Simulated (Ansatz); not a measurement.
Calculated with Ansatz (gas phase, PBE0-D4/def2-TZVP geometries, no zero-point term in ΔE). CBS: MP2 limit from def2 TZ/QZ plus the TZ coupled-cluster correction, frozen cores. Double bonds are as drawn, so ΔE can hold a change between cis and trans. Functionals use def2-TZVPP. B3LYP here is the variant with VWN-RPA as its local correlation; programs differ in this. One conformer a species, not always the lowest.

Reaction (substitution at a C–C bond): `CCC(=N)N` + `C/N=C\N` → `C/N=C/NC` + `CC(=N)N`

`CCC(=N)N`:

Z-matrix (Å, degrees):
```
C
C 1 1.525
H 1 1.092 2 110.7
H 1 1.092 2 110.8 3 119.9
H 1 1.091 2 111.4 3 -119.7
C 2 1.508 1 112.6 3 59.2
H 2 1.092 1 110.2 3 -61.6
H 2 1.096 1 109.7 3 -178.8
N 6 1.372 2 114.4 1 70.2
N 6 1.274 2 126.1 1 -106.0
H 9 1.005 6 118.3 2 28.4
H 9 1.007 6 115.1 2 171.6
H 10 1.015 6 110.4 2 -0.0
```

`C/N=C\N`:

Z-matrix (Å, degrees):
```
C
N 1 1.442
H 1 1.090 2 109.6
H 1 1.100 2 112.2 3 119.5
H 1 1.101 2 112.6 3 -119.2
C 2 1.267 1 117.1 3 179.0
N 6 1.369 2 127.8 1 1.9
H 6 1.091 2 118.5 1 179.4
H 7 1.004 6 118.4 2 -165.8
H 7 1.005 6 119.0 2 -15.4
```

`C/N=C/NC`:

```xyz
13

C    -2.051   -0.845    0.278
N    -0.756   -0.235    0.392
C    -0.011   -0.253   -0.632
N     1.260    0.231   -0.632
C     1.763    0.961    0.503
H    -2.831   -0.120    0.535
H    -2.144   -1.672    0.989
H    -2.268   -1.237   -0.729
H    -0.318   -0.686   -1.595
H     1.665    0.423   -1.530
H     1.207    1.889    0.681
H     1.671    0.349    1.401
H     2.815    1.196    0.339
```

`CC(=N)N`:

Cartesian coordinates in Å:
```
C -0.523 -0.372 1.074
C 0.027 -0.213 -0.311
N 0.070 -1.217 -1.091
N 0.398 1.075 -0.625
H -0.834 -1.403 1.219
H 0.234 -0.118 1.823
H -1.378 0.291 1.227
H 0.460 -0.968 -2.000
H 0.962 1.213 -1.447
H 0.585 1.712 0.130
```

```tsv
level	ΔE (kJ/mol)	difference from CCSD(T)/CBS
PBE-D4	14.3	-5.8
r2SCAN-D4	16.1	-4.0
PBE0-D4	15.9	-4.2
B3LYP-D4	13.5	-6.6
ωB97X-V	16.6	-3.5
ωB97M-V	18.1	-2.0
B2PLYP	14.3	-5.8
PBE	12.7	-7.4
r2SCAN	15.8	-4.3
PBE0	14.6	-5.5
B3LYP	11.0	-9.1
HF/def2-TZVPP	11.8	-8.3
MP2/def2-TZVPP	20.1	0.0
SCS-MP2/def2-TZVPP	18.0	-2.1
CCSD/def2-TZVPP	18.5	-1.6
CCSD(T)/def2-TZVPP	19.0	-1.1
HF/def2-QZVPP	11.5	-8.6
MP2/def2-QZVPP	20.7	0.6
SCS-MP2/def2-QZVPP	18.6	-1.5
HF/CBS(def2)	11.5	-8.6
MP2/CBS(def2)	21.2	1.1
CCSD/CBS(def2)	19.6	-0.5
CCSD(T)/CBS	20.1	0
```

Largest T1 diagnostic among the species: 0.013.

In def2-TZVPP, CCSD(T) changes the Hartree–Fock value by +7.2 kJ/mol (the triples alone add +0.5 kJ/mol) and MP2 by +8.3 kJ/mol.
